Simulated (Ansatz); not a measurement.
# CHSi (doublet): correlated methods under varied settings at scale of all distances = 1.516

Aim: run CHSi (doublet) at one geometry under a spread of methods and options, and see what each costs and gives.

Program: Ansatz 0.2.0, Gaussian basis. Level of theory: the settings change from run to run. These are calculated values, not measurements.

24 further runs of the same task are left out: 2 for a known fault of the program, 18 that didn't finish, 4 set aside as unsound or not needed.

**1. The geometry**

The geometry derives from a PBE0/def2-TZVP stationary point (not a proven minimum). All distances are scaled together.

3 atoms, charge 0, spin multiplicity 2.

Atoms are counted from 1 here; the program's logs count them from 0.

No contacts short enough for the rule that draws bonds.

**2. CISDT/6-31G**

Contents of in.yaml:

```yaml
crystal:
  periodic: [false, false, false]
  atoms:
    - {symbol: Si, position_ang: [0.000000, 0.000000, 0.114578]}
    - {symbol: C, position_ang: [0.000000, 0.000000, -2.502448]}
    - {symbol: H, position_ang: [0.000000, 0.000000, 2.387870]}
basis:
  gaussian: {orbitals: 6-31G}
magnetization: {spin_polarized: false, initial_magnetization: 1}
correlation: {active_space: {ras: {orbitals: [4, 1, 13], electrons: 9, max_holes: 3, max_particles: 3}, fixed_orbitals: true}}
```

On the command line:

```console
$ ansatz run in.yaml --threads 1 --pin off --events-out ev --progress --plain --max-ram 2393MiB
```

Log:

```text
Functional definition: HF
  name "HF"
  cite "Fock, Z. Phys. 61, 126 (1930) doi:10.1007/BF01340294"
  parent pbe
  exchange = exact_x
  correlation = 0
299 factors; integrals over basis functions are off by at most 1.7e-4 eV
mean field evaluation 1: about -8894.0794 eV, gradient 8.5e0 eV
mean field evaluation 2: about -8894.1003 eV, gradient 8.4e0 eV
mean field evaluation 4: about -8894.9617 eV, gradient 3.8e0 eV
mean field evaluation 8: about -8895.6700 eV, gradient 4.6e-1 eV
mean field evaluation 16: about -8895.6849 eV, gradient 1.4e-5 eV
mean field evaluation 32: about -8887.5068 eV, gradient 2.7e1 eV
mean field evaluation 64: about -8896.1467 eV, gradient 1.6e-6 eV
mean field evaluation 96: about -8895.7733 eV, gradient 7.8e-2 eV
mean field evaluation 128: about -8896.0753 eV, gradient 2.6e0 eV
mean field evaluation 160: about -8895.7050 eV, gradient 2.9e0 eV
mean field evaluation 192: about -8895.7734 eV, gradient 1.1e-3 eV
mean field evaluation 224: about -8894.1985 eV, gradient 4.6e0 eV
mean field -8896.14670813 eV, -326.9273614990 hartree, gradient 8.9e-6 eV, S^2 0.750000; 16 other end points of the search recorded, 0 dependent functions left out
reference -8896.14670813 eV, -326.9273614990 hartree; 11, 10 occupied and 13, 14 virtual orbitals, 299 factors
state -8901.40557313 eV, -327.1206212232 hartree
Total energy: -8901.40557313 eV, -327.1206212232 hartree
```

It took 3.7 s on 1 thread of Arm Neoverse V1, shared host.

From the report: 29,126 determinants.

**3. MRCISD+Q(relaxed)(1,7)/6-31G***

Contents of in.yaml:

```yaml
crystal:
  periodic: [false, false, false]
  atoms:
    - {symbol: Si, position_ang: [0.000000, 0.000000, 0.114578]}
    - {symbol: C, position_ang: [0.000000, 0.000000, -2.502448]}
    - {symbol: H, position_ang: [0.000000, 0.000000, 2.387870]}
basis:
  gaussian: {orbitals: "6-31G*"}
magnetization: {spin_polarized: false, initial_magnetization: 1}
correlation: {method: fic_mrcisd_q_relaxed, electrons: valence, active_space: {window: {electrons: 1, orbitals: 7}}}
scf: {lower_state_search: off}
```

Launched as before.

Log, shortened:

```text
Functional definition: HF
  name "HF"
  cite "Fock, Z. Phys. 61, 126 (1930) doi:10.1007/BF01340294"
  parent pbe
[...]
341 factors; integrals over basis functions are off by at most 3.3e-4 eV
[...]
mean field -8895.84942821 eV, -326.9164366634 hartree, gradient 2.4e-6 eV, S^2 0.750000; 0 other end points of the search recorded, 0 dependent functions left out
reference -8895.84942821 eV, -326.9164366634 hartree; 11, 10 occupied and 25, 26 virtual orbitals, 341 factors
state -8895.84942821 eV, -326.9164366634 hartree
contracted CI cycle   1: correlation 0.00000000 eV, 0.0000000000 hartree, residual 1.60e1 eV
contracted CI cycle   2: correlation -5.23389283 eV, -0.1923420137 hartree, residual 4.46e0 eV
contracted CI cycle   3: correlation -5.83190630 eV, -0.2143186037 hartree, residual 2.38e0 eV
contracted CI cycle   4: correlation -5.99901392 eV, -0.2204596952 hartree, residual 1.13e0 eV
[...]
contracted CI cycle   8: correlation -6.04848097 eV, -0.2222775757 hartree, residual 5.12e-2 eV
contracted CI cycle   9: correlation -6.04855424 eV, -0.2222802684 hartree, residual 2.66e-2 eV
contracted CI cycle  10: correlation -6.04857590 eV, -0.2222810643 hartree, residual 1.45e-2 eV
contracted CI cycle  11: correlation -6.04858225 eV, -0.2222812977 hartree, residual 8.30e-3 eV
contracted CI cycle  12: correlation -6.04858410 eV, -0.2222813658 hartree, residual 3.12e-3 eV
contracted CI cycle  13: correlation -6.04858435 eV, -0.2222813749 hartree, residual 1.26e-3 eV
contracted CI cycle  14: correlation -6.04858440 eV, -0.2222813768 hartree, residual 6.46e-4 eV
state -8895.84942821 eV, -326.9164366634 hartree; corrected -8903.66202494 eV, -327.2035442977 hartree
WARN: 6 active orbitals are nearly empty or full. The corrections depend on them more than the energy does, and are more stable in an active space without them
Total energy: -8903.66202494 eV, -327.2035442977 hartree
Checks for a lower state left out: stability, starts, cluster_reference, orbital_swaps, neighbouring_geometries, increment
```

Run time: 1.8 s. Hardware: 1 thread of Arm Neoverse V1, shared host.

From the report: 3 determinants; active occupations 1.00, 0.00, 0.00, 0.00, 0.00, 0.00, 0.00. The report marks this result as in doubt.

**4. MRCISD+Q(1,6)/6-31G**

Contents of in.yaml:

```yaml
crystal:
  periodic: [false, false, false]
  atoms:
    - {symbol: Si, position_ang: [0.000000, 0.000000, 0.114578]}
    - {symbol: C, position_ang: [0.000000, 0.000000, -2.502448]}
    - {symbol: H, position_ang: [0.000000, 0.000000, 2.387870]}
basis:
  gaussian: {orbitals: 6-31G, point_charges: [{charge: 0.50, position_ang: [2.726, -0.809, -0.214]}]}
magnetization: {spin_polarized: false, initial_magnetization: 1}
correlation: {method: fic_mrcisd_q, electrons: outside_noble_gas, active_space: {window: {electrons: 1, orbitals: 6}, states: [{multiplicity: 2, weights: [1, 1, 1, 0.5]}], root: 1}}
```

Same command.

Log, shortened:

```text
Functional definition: HF
  name "HF"
  cite "Fock, Z. Phys. 61, 126 (1930) doi:10.1007/BF01340294"
  parent pbe
[...]
504 factors; integrals over basis functions are off by at most 5.5e-8 eV
[...]
mean field -8896.20519762 eV, -326.9295109482 hartree, gradient 1.9e-6 eV, S^2 0.750000; 28 other end points of the search recorded, 0 dependent functions left out
reference -8896.20519762 eV, -326.9295109482 hartree; 11, 10 occupied and 13, 14 virtual orbitals, 504 factors
state -8895.29427216 eV, -326.8960350547 hartree
state -8895.17368176 eV, -326.8916034394 hartree
state -8894.93464546 eV, -326.8828190173 hartree
state -8892.56818500 eV, -326.7958531994 hartree
contracted CI cycle   1: correlation 0.00000000 eV, 0.0000000000 hartree, residual 1.22e1 eV
contracted CI cycle   2: correlation -3.81518456 eV, -0.1402054466 hartree, residual 5.19e0 eV
contracted CI cycle   3: correlation -4.87600814 eV, -0.1791899941 hartree, residual 2.34e0 eV
[...]
contracted CI cycle  16: correlation -6.12774914 eV, -0.2251906273 hartree, residual 2.10e-3 eV
contracted CI cycle  17: correlation -6.12774938 eV, -0.2251906360 hartree, residual 1.52e-3 eV
contracted CI cycle  18: correlation -6.12774948 eV, -0.2251906400 hartree, residual 9.72e-4 eV
contracted CI cycle  19: correlation -6.12774952 eV, -0.2251906414 hartree, residual 5.60e-4 eV
contracted CI cycle  20: correlation -6.12774954 eV, -0.2251906419 hartree, residual 3.04e-4 eV
contracted CI cycle  21: correlation -6.12774954 eV, -0.2251906420 hartree, residual 1.81e-4 eV
contracted CI cycle  22: correlation -6.12774954 eV, -0.2251906421 hartree, residual 1.15e-4 eV
contracted CI cycle  23: correlation -6.12774954 eV, -0.2251906421 hartree, residual 7.28e-5 eV
contracted CI cycle  24: correlation -6.12774954 eV, -0.2251906421 hartree, residual 4.11e-5 eV
state -8892.56818500 eV, -326.7958531994 hartree; corrected -8901.20498099 eV, -327.1132495980 hartree
WARN: 2 active orbitals are nearly empty or full. The corrections depend on them more than the energy does, and are more stable in an active space without them
Total energy: -8900.84628122 eV, -327.1000676244 hartree
```

Wall time 2.8 s (1 thread of Arm Neoverse V1, shared host).

From the report: 6 determinants; active occupations (of the averaged states) 0.29, 0.29, 0.29, 0.14, 0.00, 0.00. The report marks this result as in doubt.

**5. NEVPT2(3,2)/6-31G**

Contents of in.yaml:

```yaml
crystal:
  periodic: [false, false, false]
  atoms:
    - {symbol: Si, position_ang: [0.000000, 0.000000, 0.114578]}
    - {symbol: C, position_ang: [0.000000, 0.000000, -2.502448]}
    - {symbol: H, position_ang: [0.000000, 0.000000, 2.387870]}
basis:
  gaussian: {orbitals: 6-31G}
magnetization: {spin_polarized: false, initial_magnetization: 1}
correlation: {method: sc_nevpt2, electrons: all, active_space: {window: {electrons: 3, orbitals: 2}}}
```

Same command.

Log, shortened:

```text
Functional definition: HF
  name "HF"
  cite "Fock, Z. Phys. 61, 126 (1930) doi:10.1007/BF01340294"
  parent pbe
[...]
299 factors; integrals over basis functions are off by at most 1.7e-4 eV
[...]
mean field -8896.14670813 eV, -326.9273614990 hartree, gradient 8.9e-6 eV, S^2 0.750000; 16 other end points of the search recorded, 0 dependent functions left out
reference -8896.14670813 eV, -326.9273614990 hartree; 11, 10 occupied and 13, 14 virtual orbitals, 299 factors
state -8896.14670813 eV, -326.9273614990 hartree
state -8896.14670813 eV, -326.9273614990 hartree; corrected -8898.53083059 eV, -327.0149763834 hartree
state -8895.68492140 eV, -326.9103911497 hartree
state -8895.68492140 eV, -326.9103911497 hartree; corrected -8899.61602338 eV, -327.0548564826 hartree
state -8895.68492140 eV, -326.9103911497 hartree; corrected -8899.61602338 eV, -327.0548564826 hartree
WARN: 1 active orbitals are nearly empty or full. The corrections depend on them more than the energy does, and are more stable in an active space without them
WARN: the results are in doubt because another end's mean lies 0.462 eV lower, and its corrected mean 1.085 eV higher
Total energy: -8899.61602338 eV, -327.0548564826 hartree
In doubt: another end's mean lies 0.462 eV lower, and its corrected mean 1.085 eV higher
```

Wall time 1.1 s (1 thread of Arm Neoverse V1, shared host).

From the report: 1 determinant; active occupations 2.00, 1.00. Mind the lines of doubt at the end of the log.

**6. MP2 on UHF/6-31G**

Contents of in.yaml:

```yaml
crystal:
  periodic: [false, false, false]
  atoms:
    - {symbol: Si, position_ang: [0.000000, 0.000000, 0.114578]}
    - {symbol: C, position_ang: [0.000000, 0.000000, -2.502448]}
    - {symbol: H, position_ang: [0.000000, 0.000000, 2.387870]}
basis:
  gaussian: {orbitals: 6-31G}
magnetization: {spin_polarized: true, initial_magnetization: 1}
correlation: {method: mp2, electrons: all}
```

Same command.

Log, shortened:

```text
Functional definition: HF
  name "HF"
  cite "Fock, Z. Phys. 61, 126 (1930) doi:10.1007/BF01340294"
  parent pbe
[...]
299 factors; integrals over basis functions are off by at most 1.7e-4 eV
[...]
mean field -8898.80052438 eV, -327.0248874472 hartree, gradient 9.1e-6 eV, S^2 2.384679; 26 other end points of the search recorded, 0 dependent functions left out
reference -8898.80052438 eV, -327.0248874472 hartree; 11, 10 occupied and 13, 14 virtual orbitals, 299 factors
second order -1.65933167 eV of doubles, -0.00000000 eV of singles
Total energy: -8900.45985605 eV, -327.0858667615 hartree
```

It took 1.1 s on 1 thread of Arm Neoverse V1, shared host.

From the report: ⟨S²⟩ of the determinant 2.385 (pure doublet: 0.75). The determinant is far from a pure spin state, so its energy mixes those of several spin states (harmless only where they are near-degenerate, as at dissociation).

**7. CISD/6-31G**

in.yaml, as its differences from that of step 6:

```diff
@@ -8,3 +8,4 @@
   gaussian: {orbitals: 6-31G}
-magnetization: {spin_polarized: true, initial_magnetization: 1}
-correlation: {method: mp2, electrons: all}
+magnetization: {spin_polarized: false, initial_magnetization: 1}
+correlation: {active_space: {ras: {orbitals: [10, 1, 13], electrons: 21, max_holes: 2, max_particles: 2}, fixed_orbitals: true}}
+scf: {lower_state_search: light}
```

Same command.

Log, shortened:

```text
Functional definition: HF
  name "HF"
  cite "Fock, Z. Phys. 61, 126 (1930) doi:10.1007/BF01340294"
  parent pbe
[...]
299 factors; integrals over basis functions are off by at most 1.7e-4 eV
[...]
mean field -8896.14670813 eV, -326.9273614990 hartree, gradient 8.9e-6 eV, S^2 0.750000; 16 other end points of the search recorded, 0 dependent functions left out
reference -8896.14670813 eV, -326.9273614990 hartree; 11, 10 occupied and 13, 14 virtual orbitals, 299 factors
state -8899.89293401 eV, -327.0650327608 hartree
Total energy: -8899.89293401 eV, -327.0650327608 hartree
```

Run time: 5.5 s. Hardware: 1 thread of Arm Neoverse V1, shared host.

From the report: 13,489 determinants.

**8. CASSCF(1,7)/6-31G**

in.yaml, as its differences from that of step 7:

```diff
@@ -9,3 +9,2 @@
 magnetization: {spin_polarized: false, initial_magnetization: 1}
-correlation: {active_space: {ras: {orbitals: [10, 1, 13], electrons: 21, max_holes: 2, max_particles: 2}, fixed_orbitals: true}}
-scf: {lower_state_search: light}
+correlation: {active_space: {window: {electrons: 1, orbitals: 7}, states: [{multiplicity: 2, weights: [1, 1]}]}}
```

Launched as before.

Log, shortened:

```text
Functional definition: HF
  name "HF"
  cite "Fock, Z. Phys. 61, 126 (1930) doi:10.1007/BF01340294"
  parent pbe
[...]
504 factors; integrals over basis functions are off by at most 5.5e-8 eV
[...]
mean field -8896.14678881 eV, -326.9273644638 hartree, gradient 1.3e-6 eV, S^2 0.750000; 17 other end points of the search recorded, 0 dependent functions left out
reference -8896.14678881 eV, -326.9273644638 hartree; 11, 10 occupied and 13, 14 virtual orbitals, 504 factors
state -8896.14404782 eV, -326.9272637344 hartree
state -8895.76973600 eV, -326.9135080285 hartree
Total energy: -8895.95689191 eV, -326.9203858815 hartree
```

Wall time 1.7 s (1 thread of Arm Neoverse V1, shared host).

From the report: 7 determinants; active occupations (of the averaged states) 0.50, 0.50, 0.00, 0.00, 0.00, 0.00, 0.00.

**9. CCSD on UHF/6-31G***

Contents of in.yaml:

```yaml
crystal:
  periodic: [false, false, false]
  atoms:
    - {symbol: Si, position_ang: [0.000000, 0.000000, 0.114578]}
    - {symbol: C, position_ang: [0.000000, 0.000000, -2.502448]}
    - {symbol: H, position_ang: [0.000000, 0.000000, 2.387870]}
basis:
  gaussian: {orbitals: "6-31G*"}
magnetization: {spin_polarized: true, initial_magnetization: 1}
correlation: {method: ccsd, electrons: outside_noble_gas}
```

Same command.

Log, shortened:

```text
Functional definition: HF
  name "HF"
  cite "Fock, Z. Phys. 61, 126 (1930) doi:10.1007/BF01340294"
  parent pbe
[...]
341 factors; integrals over basis functions are off by at most 3.3e-4 eV
[...]
mean field -8899.11630786 eV, -327.0364922760 hartree, gradient 2.3e-6 eV, S^2 2.413781; 47 other end points of the search recorded, 0 dependent functions left out
determinant -8899.11630786 eV, -327.0364922760 hartree, with singles and doubles -8903.31242306 eV, -327.1906966654 hartree
determinant -8898.92317817 eV, -327.0293948911 hartree, with singles and doubles -8903.25592910 eV, -327.1886205508 hartree
determinant -8898.82199523 eV, -327.0256764864 hartree, with singles and doubles -8902.64671405 eV, -327.1662323108 hartree
determinant -8898.71365711 eV, -327.0216951340 hartree, with singles and doubles -8902.99825621 eV, -327.1791512466 hartree
[...]
determinant -8898.35964304 eV, -327.0086853568 hartree, with singles and doubles -8902.96491828 eV, -327.1779261004 hartree
determinant -8898.26821735 eV, -327.0053255248 hartree, with singles and doubles -8902.92331294 eV, -327.1763971324 hartree
determinant -8898.69466715 eV, -327.0209972658 hartree, with singles and doubles -8903.38769490 eV, -327.1934628547 hartree
6 core orbitals not correlated: weight in the atoms' cores, before any rotation towards them, 1.000 or more for the frozen orbitals, at most 0.000 for the correlated occupied ones
reference -8899.11630786 eV, -327.0364922760 hartree; 5, 4 occupied and 25, 26 virtual orbitals, 341 factors
second order -2.89290513 eV of doubles, -0.00000000 eV of singles
cycle   1  -4.25203856 eV  change    1.3e-7 eV  update   3.7e-6
[...]
cycle   3  -4.25203319 eV  change    2.9e-6 eV  update   2.2e-6
WARN: the results are in doubt because among natural orbitals full CI differs from the method by -0.118 eV
Total energy: -8903.36834104 eV, -327.1927516135 hartree
In doubt: among natural orbitals full CI differs from the method by -0.118 eV
```

It took 14 s on 1 thread of Arm Neoverse V1, shared host.

From the report: ⟨S²⟩ of the determinant 2.414 (pure doublet: 0.75); correlation -4.2520 eV; T1 0.071; largest double amplitude 0.21. The determinant is far from a pure spin state, so its energy mixes those of several spin states (harmless only where they are near-degenerate, as at dissociation). Mind the lines of doubt at the end of the log.

**10. BCCD(T) on ROHF/aug-cc-pVDZ**

Contents of in.yaml:

```yaml
crystal:
  periodic: [false, false, false]
  atoms:
    - {symbol: Si, position_ang: [0.000000, 0.000000, 0.114578]}
    - {symbol: C, position_ang: [0.000000, 0.000000, -2.502448]}
    - {symbol: H, position_ang: [0.000000, 0.000000, 2.387870]}
basis:
  gaussian: {orbitals: aug-cc-pVDZ, fitting: {mean_field: def2-universal-jkfit}, point_charges: [{charge: 1.00, position_ang: [3.600, 0.248, 0.464]}]}
magnetization: {spin_polarized: false, initial_magnetization: 1}
correlation: {method: bccd_t, electrons: valence}
output: {forces: true}
```

Launched as before.

Log, shortened:

```text
Functional definition: HF
  name "HF"
  cite "Fock, Z. Phys. 61, 126 (1930) doi:10.1007/BF01340294"
  parent pbe
[...]
221 factors; integrals over basis functions are off by at most 5.6e-1 eV
[...]
mean field -8897.58772667 eV, -326.9803179537 hartree, gradient 1.3e-6 eV, S^2 0.750000; 21 other end points of the search recorded, 0 dependent functions left out
[...]
determinant -8897.58772667 eV, -326.9803179537 hartree, with singles and doubles -8904.72408743 eV, -327.2425743742 hartree
determinant -8897.54613263 eV, -326.9787894008 hartree, with singles and doubles -8903.93325292 eV, -327.2135117422 hartree
determinant -8897.31670266 eV, -326.9703580049 hartree, with singles and doubles -8903.80725898 eV, -327.2088815500 hartree
determinant -8897.30484257 eV, -326.9699221544 hartree, with singles and doubles -8903.44580450 eV, -327.1955983429 hartree
[...]
unrestricted determinant -8900.32492364 eV, -327.0809080869 hartree, S^2 2.4022
6 core orbitals not correlated: weight in the atoms' cores, before any rotation towards them, 1.000 or more for the frozen orbitals, at most 0.000 for the correlated occupied ones
reference -8897.58772667 eV, -326.9803179537 hartree; 5, 4 occupied and 48, 49 virtual orbitals, 221 factors
second order -5.35639249 eV of doubles, -0.08107047 eV of singles
cycle   1  -7.09392246 eV  change    3.2e-1 eV  update   2.3e-1
[...]
cycle  51  -7.61322777 eV  change    8.7e-8 eV  update   1.3e-7
perturbative correction -0.31241088 eV, -0.0114808881 hartree
[...]
Total energy: -8905.51336532 eV, -327.2715798019 hartree
Atom 0 at     0.000000     0.000000     0.114578 Å, force     0.369972     0.025487     0.556766 eV/Å
Atom 1 at     0.000000     0.000000    -2.502448 Å, force     0.084271     0.005805     1.618612 eV/Å
Atom 2 at     0.000000     0.000000     2.387870 Å, force     0.034945     0.002407    -2.088702 eV/Å
Dipole moment:    -0.607220    -0.041831     0.012115 e Å
```

Wall time 25 s (1 thread of Arm Neoverse V1, shared host).

From the report: correlation -7.9256 eV; largest double amplitude 0.19.

**11. The runs in one table**

Where basis and cores are those of an earlier FCI/6-31G run (-8901.8555 eV), and the state is the same kind, the miss against it is given. † marks a result that the program doubts.

```
                                                                      level         correlated  functions  energy (eV)  from FCI (meV)   time
                                                                CISDT/6-31G  outside noble gas         24   -8901.4056           449.9  3.7 s
                                            MRCISD+Q(relaxed)(1,7)/6-31G* †            valence         36   -8903.6620                  1.8 s
MRCISD+Q(1,6)/6-31G (excited root 1 of an average, beside a point charge) †  outside noble gas         24   -8900.8463                  2.8 s
                                                        NEVPT2(3,2)/6-31G †                all         24   -8899.6160                  1.1 s
                                                           MP2 on UHF/6-31G                all         24   -8900.4599                  1.1 s
                                                                 CISD/6-31G                all         24   -8899.8929                  5.5 s
                                 CASSCF(1,7)/6-31G (mean of several states)                            24   -8895.9569                  1.7 s
                                                       CCSD on UHF/6-31G* †  outside noble gas         36   -8903.3683                   14 s
                        BCCD(T) on ROHF/aug-cc-pVDZ (beside a point charge)            valence         59   -8905.5134                   25 s
```

**12. What came out**

| quantity | value |
| --- | --- |
| runs | 9 |
| quickest | MP2 on UHF/6-31G, 1.1 s |
| slowest | BCCD(T) on ROHF/aug-cc-pVDZ (beside a point charge), 25 s |

What this shows: Total energies in different bases, with other cores or another treatment of relativity can't be set against each other. BCCD(T) on ROHF/aug-cc-pVDZ (beside a point charge) took 23 times as long as MP2 on UHF/6-31G; the jobs differ in more than the method.
